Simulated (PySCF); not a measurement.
Nuclear quadrupole coupling in difluoroacetonitrile

Species: difluoroacetonitrile, C₂HF₂N.
Structure used (PBE0-D3(BJ)/def2-TZVP), in Å, numbered top down from 1:
```xyz
6
C2HF2N angstrom
N      2.1448    0.2407   -0.0360
C      1.0060    0.1054   -0.0203
C     -0.4649   -0.0057   -0.0020
F     -0.8789   -0.6936   -1.0806
F     -0.8548   -0.6623    1.1050
H     -0.9283    0.9857   -0.0109
```

Field gradients from the PBE0/pcSseg-2 density (PySCF, non-relativistic), principal values in atomic units, ordered |Vxx| ≤ |Vyy| ≤ |Vzz|:

| atom | Vxx | Vyy | Vzz |
| --- | --- | --- | --- |
| N1 | 0.5140 | 0.5657 | -1.0796 |

**Question.** Find the asymmetry η = (Vxx − Vyy)/Vzz and the couplings χ = eQV/h (234.96 MHz × Q in barn × V in au), with Q(14N) = 0.02044 b.

**Answer.** 
| atom | environment | nucleus | η | χzz (MHz) | χxx (MHz) | χyy (MHz) |
| --- | --- | --- | --- | --- | --- | --- |
| N1 | nitrile nitrogen | 14N | 0.05 | -5.19 | 2.47 | 2.72 |

The tensor is traceless: Vxx + Vyy + Vzz = 0.

**Question.** What is Vzz at N1 in SI units (1 au = 9.71736 × 10²¹ V/m²)?

**Answer.** -1.0796 au = -10.491 × 10²¹ V/m².

**Question.** And the gradient at the other heavy atoms, for which no coupling is worked out here?

**Answer.** 
| atom | environment | Vzz (au) | η |
| --- | --- | --- | --- |
| C2 | nitrile carbon | -0.369 | 0.04 |
| C3 | CHF2 carbon | -0.473 | 0.55 |
| F4 | fluorine of a CF2 group | 3.011 | 0.11 |
| F5 | fluorine of a CF2 group | 3.011 | 0.11 |

Geometry: PBE0-D3(BJ)/def2-TZVP; no solvent, vibrations or thermal averaging.

The run behind these numbers computed NMR shieldings as well. The run took 20 s on an Arm Neoverse N1 with one thread, no GPU, shared host, and the process peaked at 0.73 GiB of memory.
